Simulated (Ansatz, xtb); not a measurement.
Relative energy of two isomers of HNOS

Structure a is `N#SO`, a singlet and structure b is `N=S=O`, a singlet. Both are isolated molecules in the gas phase, relaxed with B3LYP/6-31G*.

a (Å):

```yaml
atoms:
  - { symbol: N, position_ang: [-1.0474, -0.0341, -1.5061] }
  - { symbol: O, position_ang: [-0.3339, -0.3397, 1.0988] }
  - { symbol: S, position_ang: [-1.4101, -0.5975, -0.1974] }
  - { symbol: H, position_ang: [0.4314, 0.1823, 0.7800] }
```

b (Å):

```xyz
4

N    -2.1409   -2.6299   -1.9138
O     0.1568   -1.9708   -0.8552
S    -1.1746   -2.6052   -0.7185
H    -1.7966   -2.1878   -2.7750
```

Quicker runs give these differences E(b) − E(a): GFN2-xTB −88.6 kJ/mol; HF/STO-3G +148.3 kJ/mol (at GFN2-xTB geometries); r2SCAN-D4/def2-SVP −68.2 kJ/mol (at GFN2-xTB geometries).

Estimate E(b) − E(a) at the level CCSD(T)/def2-TZVPP.

Calculated at CCSD(T)/def2-TZVPP: E(b) − E(a) = −74.7 kJ/mol, so structure b lies lower.

How the difference moves with the method:

| level | geometry | E(b) − E(a) (kJ/mol) | departure from the last row (kJ/mol) | job, with rough time for the two |
| --- | --- | --- | --- | --- |
| GFN2-xTB | GFN2-xTB | −88.6 | −14.0 | optimisation, 0.16 s |
| HF/STO-3G | GFN2-xTB | +148.3 | +222.9 | single point, 2.4 s |
| r2SCAN-D4/def2-SVP | GFN2-xTB | −68.2 | +6.5 | single point, 3.2 s |
| B3LYP/6-31G* | B3LYP/6-31G* | −67.8 | +6.8 | optimisation, 25 s |
| HF/def2-TZVPP | B3LYP/6-31G* | −68.2 | +6.4 | part of the CCSD(T) run |
| MP2/def2-TZVPP | B3LYP/6-31G* | −99.2 | −24.6 | part of the CCSD(T) run |
| CCSD(T)/def2-TZVPP | B3LYP/6-31G* | −74.7 |  | single point, 26 s |

As drawn, b has 1 N=S, 1 O=S, 1 N–H in place of 1 N≡S, 1 O–S, 1 O–H.

HF/STO-3G puts the two in the other order. The largest departure from CCSD(T)/def2-TZVPP is that of HF/STO-3G, 222.9 kJ/mol.

With harmonic frequencies from B3LYP/6-31G* (ideal gas, rigid rotor, one conformer each, 298.15 K, 1 atm): on the last row, ΔE + ΔZPE = −71.7, ΔH = −72.6, ΔG = −70.9 kJ/mol.

The T1 diagnostic of structures a and b is large, so the coupled-cluster value is less sure. The correlated steps freeze 7 core orbitals. Run with Ansatz 0.2.0, xtb 6.7.1; the last row on 1 thread of Intel(R) Xeon(R) Platinum 8488C (Sapphire Rapids) on a shared host.
